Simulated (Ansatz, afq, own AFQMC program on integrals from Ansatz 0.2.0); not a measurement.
**HBr + SiH2, singlet: a scan with AFQMC**

```csv
atom,x (Å),y (Å),z (Å)
Br,-0.9158,0.0159,0.0000
H,0.5048,0.0159,0.0000
Si,2.3732,0.0159,0.0000
H,2.9853,-0.8584,1.0900
H,2.9853,-0.8584,-1.0900
```

A hydrogen atom is moved from one rigid fragment to the other; the Br1–H2 distance tells how far. The two fragments are held close together, so this isn't a minimum-energy path and the start is a compressed complex. Energies in kJ/mol count from this geometry (1.421 Å) at the same level; the start stands on RHF, each point on the determinant named.

Basis cc-pVTZ. Only valence electrons are correlated. AFQMC by an in-house program on the Cholesky factors that Ansatz 0.2.0 writes for its CCSD(T) run. ph-AFQMC/CISD is guided by a CISD state made of CCSD amplitudes; releasing the constraint for a short imaginary time cuts its bias at the price of noise, slowly where states lie close. Error bars are statistical, one sigma. No spin–orbit coupling.

Cautions, each for one point or more: higher spins were not checked; inner d shell frozen; no relativity below Rb; no spin-orbit coupling; released walk and highest rung disagree; restricted determinant unstable towards unrestricted; strong correlation; the ph-AFQMC/CISD walk drifts between its halves.

```csv
r(Br1–H2) / Å,det.,T1,weight,CCSD(T),ph-AFQMC/CISD,released AFQMC,CCSDT(Q),MP2,B3LYP
1.543,RHF,0.013,0.83,2.6,3.1 ± 0.8,0.7 ± 1.1*,1.6,3.9,-3.1
1.604,RHF,0.014,0.83,8.5,8.7 ± 0.8,6.9 ± 1.1*,6.8,11.0,1.0
1.665,RHF,0.017,0.82,15.8,16.5 ± 0.7,–,13.3,20.0,7.2
1.727,RHF,0.021,0.81,24.2,24.3 ± 0.8,21.1 ± 0.9*,20.9,31.0,14.8§
1.849,RHF,0.035,0.79,46.8,51.4 ± 0.8,47.8 ± 1.0*,42.2,61.8,36.0§
```

Weight is that of the determinant in the CISD state; at the start T1 is 0.012 and the weight 0.84. An asterisk marks released energies that aren't shown to be converged. A dash marks a missing value, a released energy that hasn't settled or a functional that sits on another state. § marks a functional whose ⟨S²⟩ is too high by over 0.1. Largest departures from CCSDT(Q), at the points where its series has closed: CCSD(T) 3.4 kJ/mol at 1.727 (on RHF), ph-AFQMC/CISD 3.4 kJ/mol at 1.727 (on RHF), MP2 10.2 kJ/mol at 1.727 (on RHF), B3LYP -6.0 kJ/mol at 1.665. Functionals count only at points shown to share the start's state and spin.

Some points may be missing: those where a free walk finds a much lower state, and past Zn most of those on another determinant than at the start.

A walk keeps the symmetry of its determinant, which the program's search chose and which needn't be the lowest solution, so a lower state of the same spin and another symmetry isn't excluded.
